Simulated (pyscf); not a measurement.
HAs=SiH–AsH₂ (SMILES [AsH]=[SiH][AsH2]) + H₂ (SMILES [H][H]) -> :HSi–AsH₂ (SMILES [SiH][AsH2]) [singlet] + AsH₃ (SMILES [AsH3]), a concerted two-bond exchange (singlet surface; As–Si, H–H broken, As–H, As–H formed). Structures and frequencies: ωB97X-D3(BJ)/def2-SVP in PySCF. Energies in kJ/mol from the separated reactants.

Small-basis levels: PySCF, no dispersion term, spherical d functions. 

**Question.** Quick B3LYP/LANL2DZ single points give ΔE‡ = 241.5 kJ/mol and ΔE = +81.6 kJ/mol. What does ωB97M-D3(BJ)/def2-TZVP give, and how far is the quick result from it?

**Answer.** ωB97M-D3(BJ)/def2-TZVP gives ΔE‡ = 180.7 kJ/mol and ΔE = +83.8 kJ/mol. B3LYP/LANL2DZ lies 60.8 kJ/mol over it in the barrier and 2.3 kJ/mol under it in the reaction energy, so on this step it does not hold to within 12.6 kJ/mol. ωB97M-D3(BJ)/def2-TZVP has limits of its own. On the product side the descent ends in an adduct with a As–Si contact, 29.7 kJ/mol under the separated species and 105.9 kJ/mol under the saddle at ωB97X-D3(BJ)/def2-TZVP. What is counted as broken (As–Si) persists as a longer contact in the product adduct; parting that adduct is a step of its own. At ωB97X-D3(BJ) the barrier from the zero used here is 191.3 kJ/mol. HAs=SiH–AsH₂ lies 84.7 kJ/mol over its isomer cyclic H₄As₂Si (SMILES [SiH2]1[AsH][AsH]1) (electronic energy, ωB97M-D3(BJ)). :HSi–AsH₂ [singlet] lies 70.3 kJ/mol over its isomer H₂Si=AsH (electronic energy, ωB97M-D3(BJ)). This is the saddle that the search found; another between the same sides may lie lower. In the def2 sets elements up to Kr have no core potential.
